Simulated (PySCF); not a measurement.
# Stretching BC⁺

Set-up: basis B aug-cc-pVDZ, C aug-cc-pVDZ; no relativity; PySCF 2.14. Energies in eV from B⁺ + C in their ground configurations at the same level. All curves are PBE0. state 1: Ms = 1 determinant of mixed spin (⟨S²⟩ near 2.8), unpaired electrons π ↑↑; state 2: ³Π (triplet), unpaired electrons σ ↑, π ↑, a second solution, started from another occupation; state 3: Ms = 0 determinant of mixed spin (⟨S²⟩ near 1.0), unpaired electrons π ↑↓, a mixture of terms (⟨Lz²⟩ = 2.0), a second solution, started from another occupation; state 4: Ms = 0 determinant of mixed spin (⟨S²⟩ near 1.0), unpaired electrons σ ↓, π ↑, a second solution, started from another occupation.

```
R (Å)  state 1  state 2  state 3  state 4
1.277   -1.766    0.492   -0.477    0.775
1.337   -2.332   -0.442   -1.146   -0.181
1.396   -2.647   -1.091   -1.555   -0.850
1.440   -2.758   -1.433   -1.734   -1.208
1.485   -2.786   -1.678   -1.827   -1.468
1.530   -2.752   -1.847   -1.855   -1.649
1.589   -2.632   -1.979   -1.817   -1.797
1.663   -2.407   -2.039   -1.687   -1.870
1.752   -2.083   -2.016   -1.465   -1.853
1.871   -1.645   -1.909   -1.137   -1.732
```

Put a parabola through the three lowest points of the state 1 curve and estimate Re, k and ωe (reduced mass 5.742 u; 1 eV/Å² = 0.16022 mdyn/Å; ωe = 1302.8·√(k/μ) cm⁻¹).

Through R = 1.44, 1.485, 1.53 Å the second-order coefficient is 15.3 eV/Å², so Re ≈ 1.483 Å, k ≈ 4.91 mdyn/Å and ωe ≈ 1204 cm⁻¹. A polynomial fit of higher order to the unrounded PBE0 energies gives Re = 1.481 Å, k = 5.24 mdyn/Å, ωe = 1245 cm⁻¹; anharmonicity and rounding make the difference.

The higher-order fit for each curve: state 1: Re = 1.481 Å, ωe = 1245 cm⁻¹, De = 2.79 eV; state 2: Re = 1.681 Å, ωe = 743 cm⁻¹, minimum 2.04 eV below the ground-state fragments; state 3: Re = 1.530 Å, ωe = 1091 cm⁻¹, minimum 1.86 eV below the ground-state fragments; state 4: Re = 1.689 Å, ωe = 772 cm⁻¹, minimum 1.87 eV below the ground-state fragments.

For an ion De counts to the pair picked by the measured ionisation energies or electron affinities, which need not be the lowest pair at this level. The state is the lowest determinant that a PBE0 search found; another state may lie lower at other levels.
